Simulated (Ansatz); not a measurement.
```yaml
crystal:
  periodic: [true, true, true]
  atoms:
    - {symbol: C, position_ang: [-1.505596, 0.596637, -2.076511]}
    - {symbol: N, position_ang: [-0.659946, -0.525784, -1.567437]}
    - {symbol: C, position_ang: [-0.141146, -0.353276, -0.498198]}
    - {symbol: C, position_ang: [0.437045, -0.271800, 0.671149]}
    - {symbol: C, position_ang: [1.238497, -0.220137, 1.809898]}
    - {symbol: H, position_ang: [-1.397089, 1.397330, -1.702711]}
    - {symbol: H, position_ang: [-2.008510, 0.151297, -3.220127]}
    - {symbol: H, position_ang: [1.234591, 0.836709, 2.375946]}
    - {symbol: H, position_ang: [0.761730, -0.868296, 2.570523]}
    - {symbol: H, position_ang: [2.251775, -0.509177, 1.664959]}
basis:
  gaussian: {orbitals: "6-31++G**"}
magnetization: {spin_polarized: true, initial_magnetization: 0}
hamiltonian: {xc: {name: r2SCAN0}, dispersion: d3bjatm}
output: {forces: true}
```

```sh
$ ansatz run in.yaml --threads 2 --pin off --events-out ev --progress --plain --max-ram 4352MiB
```

Output, abridged:

```
Error: YAML parse error: error: line 2 column 3: crystal: missing field `lattice` (a structure is typed as `lattice` and `atoms`, a molecule's as `atoms` in Å alone, or read from a run's directory, `checkpoint`)
 --> <input>:2:3
1 | crystal:
2 |   periodic: [true, true, true]
3 |   atoms:
4 |     - {symbol: C, position_ang: [-1.505596, 0.596637, -2.076511]}
```

In this input the molecule is marked periodic without a cell. The input was rejected before any iteration.
